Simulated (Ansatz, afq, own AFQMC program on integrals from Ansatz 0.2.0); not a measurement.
ZrSiH$_{3}$I$_{2}$O, doublet in def2-SVP, levels against AFQMC with the constraint released

```xyz
8

Zr   -0.1996    0.5448   -1.6738
I     2.0410    1.1750   -3.0788
I    -2.4519   -0.5331   -2.7500
O    -0.1879    0.8746    0.2014
Si   -0.1771    1.1686    1.8564
H    -1.5579    1.5214    2.2920
H     0.7540    2.2972    2.1393
H     0.2823   -0.0636    2.5573
```

Basis def2-SVP with its core potentials. Only valence electrons are correlated. Integrals, coupled cluster, full CI and functionals: Ansatz 0.2.0; the random walks run on the same integrals in our own AFQMC program. ph-AFQMC/CISD is guided by a CISD state made of CCSD amplitudes; releasing the constraint for a short imaginary time cuts its bias at the price of noise, slowly where states lie close. ± is one standard error of the sampling. No spin–orbit coupling. The metal's outer-core s and p shells are frozen, which shifts wave-function levels against functionals.

Determinant: UHF, the one that the program's search chose, which needn't be the lowest solution. The geometry is a PBE0/def2-SVP stationary point of this or a neighbouring charge and spin state.

No full CI on the walks' own integrals is used here. The released AFQMC energy serves as the reference, which it does only where one determinant dominates, the energy is flat over the last release times and near the phaseless one (40 meV or 2 meV an electron, half that with transition metals). On small molecules, where full CI could be run and the noise was under 10 meV, such values lay within 10 meV of it in 19 cases of 20, a flattering rate, since the rule was set on those same cases; what remains of the bias isn't in the error bar.

Cautions: no spin-orbit coupling; outer-core shells of the metal frozen; inner d shell frozen; the released value is read at 0.63 1/Eh with a noise of 22 meV, more than in the cases checked, later times being too noisy (meV from the phaseless value at times in 1/Eh: 24 ± 15 at 0.21, 18 ± 19 at 0.42, 8 ± 22 at 0.63, -8 ± 28 at 0.90); released reference can be 30 meV off for metals.

- T1 diagnostic: 0.0211
- weight of the determinant in the CISD state: 0.760
- ⟨S²⟩ of the determinant: 0.757
- size of the correlated space: 31 electrons in 102 orbitals

| level | correlation energy (eV) |
| --- | --- |
| MP2 | -14.9394 |
| CCSD | -16.0309 |
| CCSD(T) | -16.5260 |

(1) Estimate where AFQMC with the constraint released lies against CCSD(T) on the same integrals.

(1) 6.0 ± 2.1 kJ/mol below CCSD(T).

Reference: AFQMC with the constraint released, correlation energy -16.588 ± 0.022 eV.

```json
{"level": "CCSD(T)", "E − E(reference) (kJ/mol)": "6.0 ± 2.1", "share of correlation (%)": "99.63"}
{"level": "ph-AFQMC/CISD", "E − E(reference) (kJ/mol)": "-0.8 ± 2.5", "share of correlation (%)": "100.05"}
```

Released energies are given only where the last usable release times agree within the noise; a slower fall can still hide under it.
